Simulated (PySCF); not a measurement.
C4H6N2.
SMILES: `c1cn(nc1)C`

The closed-shell ground state was solved at several levels (PySCF, density fitting, gas phase, non-relativistic). Isolated species at its PBE0-D3(BJ)/def2-SVP geometry, gas phase.

```json
{"level": "PBE0/def2-TZVP", "basis functions": "222", "HOMO (eV)": "-7.04", "LUMO (eV)": "0.46", "gap (eV)": "7.50", "dipole (D)": "2.36"}
{"level": "PBE0/6-31G", "basis functions": "66", "HOMO (eV)": "-6.91", "LUMO (eV)": "0.87", "gap (eV)": "7.78", "dipole (D)": "2.53"}
{"level": "PBE0/6-311+G(2d,p)", "basis functions": "198", "HOMO (eV)": "-7.06", "LUMO (eV)": "0.25", "gap (eV)": "7.31", "dipole (D)": "2.40"}
{"level": "PBE0/def2-SVP", "basis functions": "114", "HOMO (eV)": "-6.99", "LUMO (eV)": "0.67", "gap (eV)": "7.66", "dipole (D)": "2.38"}
{"level": "PBE0/STO-3G", "basis functions": "36", "HOMO (eV)": "-5.03", "LUMO (eV)": "3.58", "gap (eV)": "8.61", "dipole (D)": "2.34"}
```

Task: Estimate the row for PBE0/6-31G*, a basis of 96 functions; the other rows only guide the guess.

Result: HOMO -6.77 eV, LUMO 0.95 eV, gap 7.72 eV, dipole 2.34 D.

Task: Over all these levels, which gives the widest orbital gap and which the narrowest?

Result: PBE0/STO-3G has the widest, 8.61 eV, and PBE0/6-311+G(2d,p) the narrowest, 7.31 eV. From the narrowest to the widest the HOMO moves by +2.03 eV and the LUMO by +3.33 eV.

Task: How much does the basis alone move the frontier levels among the 6 PBE0 rows (the withheld one included)?

Result: The HOMO by 2.03 eV and the LUMO by 3.33 eV. By rising basis size (HOMO, LUMO in eV): STO-3G -5.03, 3.58; 6-31G -6.91, 0.87; 6-31G* -6.77, 0.95; def2-SVP -6.99, 0.67; 6-311+G(2d,p) -7.06, 0.25; def2-TZVP -7.04, 0.46.

Task: How far do the dipole and the HOMO energy spread over the levels?

Result: The dipole runs from 2.34 to 2.53 D (mean 2.39 D) and the HOMO from -7.06 to -5.03 eV.
